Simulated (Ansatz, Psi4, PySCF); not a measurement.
Noncovalent pair: CH4O (SMILES CO) (first 6 atoms) with CH5N (SMILES CN); geometry from S66by8 set.
(charge 0, multiplicity 1):
```xyz
13

O     -1.402     0.710    -0.003
H     -0.429     0.736    -0.008
C     -1.772    -0.650    -0.008
H     -2.858    -0.699    -0.004
H     -1.418    -1.181    -0.897
H     -1.411    -1.189     0.874
N      1.341     0.637    -0.012
H      1.711     1.145     0.781
H      1.711     1.101    -0.832
C      1.818    -0.749     0.025
H      1.426    -1.283    -0.837
H      2.905    -0.856     0.028
H      1.426    -1.236     0.915
```

Interaction energies are E(AB) − E(A) − E(B) at the monomers' geometry in the complex; basis-set methods are counterpoise corrected. Rows marked so take none.

Frozen-core correlation. Rows in 6-31G* carry no dispersion term and start afresh at each structure (6-31G* with six Cartesian d functions). MP2/6-31G* freezes PySCF's default core.

Programs: Ansatz (a quantum-chemistry and plane-wave program) with Gaussian orbitals; Psi4 for SAPT; PySCF for 6-31G* rows, the dispersion terms. Each number belongs to the level named beside it.

| level | interaction energy (meV) |
|---|---|
| HF/6-31G* (no counterpoise) | -215.9 |
| PBE/def2-TZVPPD | -288.1 |
| BP86/6-31G* (no counterpoise) | -349.1 |
| r2SCAN-D3(BJ)/def2-TZVPPD | -333.3 |
| r2SCAN-D4/def2-TZVPPD | -330.4 |
| M06-2X/6-31G* (no counterpoise) | -416.6 |
| MP2/6-31G* (no counterpoise) | -374.1 |
| MP2/aug-cc-pVDZ | -262.0 |
| SAPT0/jun-cc-pV(D+d)Z | ___ |

Question: Fill in the missing entries.

Answer: 
- SAPT0/jun-cc-pV(D+d)Z, interaction energy (meV): -299.6
